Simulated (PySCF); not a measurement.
Hydrogen cyanide, CHN, SMILES C#N, point group C∞v.

Force field and properties: PBE0/pcSseg-2 (PySCF, grid level 2). Vibrational terms come from second-order perturbation theory with semi-diagonal cubic constants, by steps of ±0.6 along the normal coordinates of each isotopologue. The parent has the commonest isotopes.

Equilibrium geometry (Å):

```
atom        x        y        z
  C1  -0.0105  -0.0038  -0.0161
  N2   1.1342   0.0138  -0.0441
  H3  -1.0778  -0.0202   0.0100
```

An isotope shift is δ(isotopologue) − δ(parent), that is, the negative of the change in the averaged GIAO shielding; n counts bonds from the nearest label (0: the labelled atom itself). These are computed values; those of heavy atoms are rounded to 5 ppb, about the numerical noise. One-bond deuterium shifts of ¹³C at such levels come out too large, by a quarter to a half.

(1) What isotope shifts arise with ¹⁵N at 2?

(2) What isotope shifts arise with ²H at 3?

(3) What isotope shifts arise with ¹³C at 1, ²H at 3?

Answers

(1) 
```tsv
nucleus	n	0 K (ppb)	250 K (ppb)
N2	0	-50	-45
C1	1	-20	-20
H3	2	0	-1
```

(2) 
| nucleus | n | 0 K (ppb) | 250 K (ppb) |
| --- | --- | --- | --- |
| H3 | 0 | -166 | -155 |
| C1 | 1 | -175 | -160 |
| N2 | 2 | -1250 | -1090 |

(3) 
```tsv
nucleus	n	0 K (ppb)	250 K (ppb)
C1	0	-215	-195
H3	0	-170	-159
N2	1	-1375	-1200
```
